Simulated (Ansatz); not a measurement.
# BH2Cl (SMILES BCl): SVWN5/def2-TZVP

What is the vertical ionisation energy of BH2Cl at SVWN5/def2-TZVP? 

The calculation is run with Ansatz 0.2.0.

44 further runs of the same task are left out: 44 set aside as unsound or not needed.

## 1. Starting point

The species is BH2Cl (4 atoms), meant as a singlet with charge 0. As SMILES, `BCl`. The shape is that of a PBE0-D4/def2-TZVP optimisation.

Bond lengths: B1–Cl2 1.733 Å, B1–H3 1.190 Å, B1–H4 1.190 Å. Angles: Cl2–B1–H3 118.1°, Cl2–B1–H4 118.1°, H3–B1–H4 123.7°.

## 2. The energy at SVWN5/def2-TZVP

input.yaml reads:

```yaml
crystal:
  periodic: [false, false, false]
  atoms:
    - {symbol: B, position_ang: [-0.116700, 0.021700, -0.075300]}
    - {symbol: Cl, position_ang: [1.365000, -0.395300, 0.721200]}
    - {symbol: H, position_ang: [-1.106200, -0.559500, 0.240400]}
    - {symbol: H, position_ang: [-0.086600, 0.872800, -0.906600]}
basis:
  gaussian:
    orbitals: def2-TZVP
hamiltonian:
  xc: {name: SVWN5}
accuracy: high
output: {orbitals: {seedname: orbitals}}
```

Run with:

```bash
$ ansatz run input.yaml --threads 1 --pin off --max-ram 3480MiB --events-out events.jsonl --progress --plain --runs-dir runs
```

What it wrote:

```text
Warning: RAYON_NUM_THREADS=1 ignored (pool sized by the plan → 1); use --threads N
Functional definition: SVWN5
  name "SVWN5"
  exchange = slater_x
  correlation = vwn5_c
1294 factors; integrals over basis functions are off by at most 4.0e-9 eV
mean field evaluation 1: about -13181.0264 eV, gradient 2.9e1 eV
mean field evaluation 2: about -13178.2589 eV, gradient 4.2e1 eV
mean field evaluation 4: about -13183.7091 eV, gradient 1.7e0 eV
mean field evaluation 8: about -13183.7116 eV, gradient 8.7e-2 eV
mean field evaluation 16: about -13183.7116 eV, gradient 2.2e-6 eV
mean field -13183.71159082 eV, -484.4924647220 hartree, gradient 4.8e-8 eV, S^2 0.000000; 0 other end points of the search recorded, 0 dependent functions left out
reference -13183.71159376 eV, -484.4924648300 hartree; 12, 12 occupied and 68, 68 virtual orbitals, 1294 factors
Total energy: -13183.71159376 eV, -484.4924648300 hartree
```

Wall time 1.6 s (1 thread of Arm Neoverse V2, shared host); peak memory 0.14 GiB.

## 3. The doublet cation, same level

run.yaml reads:

```yaml
crystal:
  periodic: [false, false, false]
  atoms:
    - {symbol: B, position_ang: [-0.116700, 0.021700, -0.075300]}
    - {symbol: Cl, position_ang: [1.365000, -0.395300, 0.721200]}
    - {symbol: H, position_ang: [-1.106200, -0.559500, 0.240400]}
    - {symbol: H, position_ang: [-0.086600, 0.872800, -0.906600]}
basis:
  gaussian: {orbitals: def2-TZVP}
total_charge: 1
magnetization: {spin_polarized: true, initial_magnetization: 1}
hamiltonian: {xc: {name: SVWN5}}
accuracy: high
output: {orbitals: {seedname: orbitals}}
```

Run with:

```bash
$ ansatz run run.yaml --threads 1 --pin off --max-ram 3480MiB --events-out events.jsonl --progress --plain --runs-dir runs
```

What it wrote:

```text
Warning: RAYON_NUM_THREADS=1 ignored (pool sized by the plan → 1); use --threads N
Functional definition: SVWN5
  name "SVWN5"
  exchange = slater_x
  correlation = vwn5_c
1294 factors; integrals over basis functions are off by at most 4.0e-9 eV
mean field evaluation 1: about -13169.3624 eV, gradient 2.3e1 eV
mean field evaluation 2: about -13164.4807 eV, gradient 3.4e1 eV
mean field evaluation 4: about -13172.5381 eV, gradient 2.3e0 eV
mean field evaluation 8: about -13172.5670 eV, gradient 1.0e-1 eV
mean field evaluation 16: about -13172.5670 eV, gradient 2.8e-5 eV
mean field -13172.56699364 eV, -484.0829083295 hartree, gradient 2.7e-8 eV, S^2 0.751542; 0 other end points of the search recorded, 0 dependent functions left out
reference -13172.56699667 eV, -484.0829084410 hartree; 12, 11 occupied and 68, 69 virtual orbitals, 1294 factors
Total energy: -13172.56699667 eV, -484.0829084410 hartree
```

Run time: 2 s. Hardware: 1 thread of Arm Neoverse V2, shared host; peak memory 0.16 GiB.

## 4. Results

Level: SVWN5/def2-TZVP.

| quantity | value |
| --- | --- |
| singlet BH2Cl: total energy | -484.49246 Eh |
| singlet BH2Cl: HOMO energy | -7.33 eV |
| singlet BH2Cl: LUMO energy | -3.11 eV |
| singlet BH2Cl: HOMO–LUMO gap | 4.22 eV |
| doublet cation: total energy | -484.08291 Eh |
| doublet cation: HOMO energy (highest over α and β) | -15.95 eV |
| doublet cation: LUMO energy (lowest over α and β) | -15.01 eV |
| doublet cation: ⟨S²⟩ | 0.752 |
| vertical ionisation energy (to the doublet cation) | 11.145 eV |

In words: The vertical ionisation energy comes to 11.14 eV (1075 kJ/mol). −ε(HOMO) before ionisation, 7.33 eV, is 3.81 eV below this ionisation energy.
